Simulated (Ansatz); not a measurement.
# CH3Cl (singlet): the correlation ladder, cc-pV(T+d)Z

Aim: climb from Hartree-Fock through coupled cluster and multireference methods for CH3Cl (singlet) at one geometry and basis, and see what each rung misses.

Program: Ansatz 0.2.0, Gaussian basis. Level of theory: cc-pV(T+d)Z, core rule «outside noble gas», up to 6 orbitals frozen. These are calculated values, not measurements.

The runs, in order: UHF; CCSD(T) on RHF; BCCD(T) on RHF; CISD; CCSDT(Q) on RHF; CASSCF and MRCISD+Q, 14 electrons in 11 orbitals; CASSCF and NEVPT2, 14 electrons in 11 orbitals.

18 further runs of the same task are left out: 1 that didn't finish, 17 set aside as unsound or not needed.

### 1 What is computed

The geometry is an MP2(full)/6-31G* stationary point (not a proven minimum).

5 atoms, charge 0, spin multiplicity 1.

Atoms are counted from 1 here; the program's logs count them from 0.

Bond lengths: C1–Cl2 1.777 Å, C1–H3 1.088 Å, C1–H4 1.088 Å, C1–H5 1.088 Å. Angles: Cl2–C1–H3 108.9°, Cl2–C1–H4 108.9°, Cl2–C1–H5 108.9°, H3–C1–H4 110.0°, H3–C1–H5 110.0°, H4–C1–H5 110.0°.

Coordinates:

```xyz
5
charge 0, multiplicity 1
C     0.00000    0.00000   -1.22694
Cl    0.00000    0.00000    0.55040
H     0.00000    1.02932   -1.57983
H     0.89141   -0.51466   -1.57983
H    -0.89141   -0.51466   -1.57983
```

### 2 UHF

in.yaml reads:

```yaml
crystal:
  periodic: [false, false, false]
  atoms:
    - {symbol: C, position_ang: [0.000000, 0.000000, -1.226936]}
    - {symbol: Cl, position_ang: [0.000000, 0.000000, 0.550404]}
    - {symbol: H, position_ang: [0.000000, 1.029318, -1.579827]}
    - {symbol: H, position_ang: [0.891415, -0.514659, -1.579827]}
    - {symbol: H, position_ang: [-0.891415, -0.514659, -1.579827]}
basis:
  gaussian: {orbitals: "cc-pV(T+d)Z.json"}
magnetization: {spin_polarized: true, initial_magnetization: 0}
hamiltonian: {xc: hf}
output: {orbitals: {seedname: orbitals}}
```

Run with:

```sh
ansatz run in.yaml --threads 1 --pin off --events-out ev --progress --plain --max-ram 3956MiB --backend cpu
```

After this run come: CCSD(T) on RHF; BCCD(T) on RHF; CISD; CCSDT(Q) on RHF; CASSCF and MRCISD+Q, 14 electrons in 11 orbitals; CASSCF and NEVPT2, 14 electrons in 11 orbitals.

Before running them: what should the planned runs give, taken together? Wanted: RCCSDT(Q) below the RHF energy; RMP2 from RCCSDT(Q); RCCSD from RCCSDT(Q); RCCSD(T) from RCCSDT(Q); NEVPT2 valence from RCCSDT(Q); MRCISD+Q valence from RCCSDT(Q); T1 diagnostic; effectively unpaired electrons.

As calculated:

```
                         quantity                      value
   RCCSDT(Q) below the RHF energy                -11.4609 eV
              RMP2 from RCCSDT(Q)                +1304.5 meV
             RCCSD from RCCSDT(Q)                 +457.0 meV
          RCCSD(T) from RCCSDT(Q)                  +36.4 meV
    NEVPT2 valence from RCCSDT(Q)                +2078.3 meV
  MRCISD+Q valence from RCCSDT(Q)                 +161.4 meV
levels within 1 kcal/mol (43 meV)  RCCSD(T), BCCD(T), RCCSDT
                    T1 diagnostic                      0.008
   effectively unpaired electrons                       0.02
```

**Reading.** RCCSD(T) lands +36.4 meV from the yardstick (0.3 % of the correlation energy). One determinant dominates. Of the multireference levels listed MRCISD+Q valence comes nearest in total energy (+161.4 meV), which doesn't show that its space is the better one. These misses are within one basis, not against nature.
